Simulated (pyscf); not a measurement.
Single points on ωB97X-D3(BJ)/def2-SVP structures (PySCF, gas phase).

Problem. For the elementary gas-phase step `[CH3][Zn]` [doublet] + `[SH2]` -> `[CH3][Zn][SH]` + `[H]` [doublet] (doublet surface; H–S broken, S–Zn formed), what barrier and reaction energy does ωB97X-D3(BJ)/def2-TZVP give, measured from the separated reactants?

Solution. ΔE‡ = 9.1 kcal/mol, ΔE = +2.9 kcal/mol. ωB97M-D3(BJ)/def2-TZVP gives 13.2 kcal/mol and +8.0 kcal/mol. Zero-point energy shifts the barrier by -2.3 kcal/mol. It is a substitution at S, with an imaginary mode of 661i cm⁻¹. This is the saddle that the search found; another between the same sides may lie lower. The angle at the attacked S is 178°. Elements up to Kr have no core potential and no relativistic terms here.
